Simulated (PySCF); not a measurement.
Molecule: `InChI=1S/CH3NO/c2-1-3/h1H,(H2,2,3)`.

Geometry:
```tsv
atom	x (Å)	y (Å)	z (Å)
N1	-0.588	-0.338	0.143
C2	0.568	0.313	-0.131
O3	1.599	-0.211	-0.473
H4	-0.622	-1.345	0.050
H5	-1.424	0.161	0.410
H6	0.466	1.420	0.002
```

Spin–spin couplings on one PBE0-D3(BJ)/def2-SVP geometry, PySCF 2.14.0 with density-fitted response routines, gas phase, non-relativistic, equivalent pairs averaged; isotopes 13C, 1H, 15N; functional B3LYP.

Reference values (Hz): 1J(C2,H6) = 193.1 (measured; Jessen and Sauer, arXiv:2312.00705); 2J(H4,H5) = 2.6 (measured; Jessen and Sauer, arXiv:2312.00705); 2J(N1,H6) = -14.2 (measured; Jessen and Sauer, arXiv:2312.00705).

Problem. How do the couplings (Hz) change with the basis set? Times are CPU seconds on shared hosts with different chips, so compare them loosely. Far from the basis limit: 6-31G*, 6-31G-J, pcJ-0, def2-TZVP, cc-pVTZ.

Solution. 
| basis set | functions | 1J(C2,H6) | 2J(H4,H5) | 2J(N1,H6) | mean abs. error | core-s |
| --- | --- | --- | --- | --- | --- | --- |
| 6-31G* | 48 | 187.4 | 3.4 | -19.5 | 3.9 | 1.8 |
| 6-31G-J | 48 | 201.4 | 3.3 | -23.2 | 6.0 | 1.9 |
| pcJ-0 | 48 | 172.4 | 5.4 | -19.0 | 9.4 | 1.8 |
| pcJ-1 | 111 | 193.4 | 7.2 | -22.7 | 4.4 | 7.8 |
| def2-TZVP | 111 | 184.6 | 4.5 | -22.2 | 6.1 | 4.5 |
| cc-pVTZ | 132 | 174.4 | 4.9 | -20.1 | 9.0 | 5.2 |
| aug-cc-pVTZ-J | 198 | 199.2 | 7.5 | -23.5 | 6.7 | 9.8 |
| pcJ-2 | 225 | 196.4 | 7.6 | -23.2 | 5.8 | 12 |

Errors compare magnitudes, without vibrational corrections, and the largest couplings weigh most in the mean. Closest: 6-31G*; furthest: pcJ-0.

The Fermi-contact term samples the wavefunction at the nucleus, which is why sets with added tight s functions (names with J) are made for couplings. Agreement of an ordinary basis with the reference is then largely a cancellation of errors.
